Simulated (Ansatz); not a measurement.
Reaction (SMILES): N (NH3) → 3 H atom + N atom
B3LYP-D3(BJ)/def2-TZVP geometries, fixed; electronic energies without zero-point terms.

Basis-set convergence of the atomisation energy at PBE0 with Ansatz (a first-principles code). All functions are spherical. The program fits the integrals of some runs and decomposes those of others, by size. Open shells are unrestricted. No added dispersion term, no relativity. Functions are those of the species that has most. Reference: the value in pcseg-4, 295.28 kcal/mol, itself unsure by roughly 0.05 kcal/mol (its mean distance from aug-pcseg-3, aug-cc-pVQZ, cc-pV5Z). Deviations are taken from unrounded values.

```
basis        functions
-----------  ---------
def2-SV(P)          20
def2-SVP            29
def2-SVPD           44
def2-TZVP           49
def2-TZVPD          64
def2-TZVPP          73
def2-TZVPPD         88
def2-QZVPP         147
def2-QZVPPD        162
```

Problem. Which is the smallest def2 set listed that can be trusted to 4 kcal/mol here, that is, within that of the reference together with its larger relatives (same family, alike in diffuse functions; a set with none to test it counts only in the reference's own line)?

Solution. The smallest set listed that lies within 4 kcal/mol of the reference with all its larger relatives (same family, alike in diffuse functions; a set with none counts only in the reference's own line) is def2-SVPD (44 functions, 1.33 kcal/mol off). Value minus reference: def2-SV(P) -17.10, def2-SVP -6.21, def2-SVPD 1.33, def2-TZVP -2.77, def2-TZVPD -1.59, def2-TZVPP -1.10, def2-TZVPPD -0.20, def2-QZVPP -0.36, def2-QZVPPD -0.15 kcal/mol.
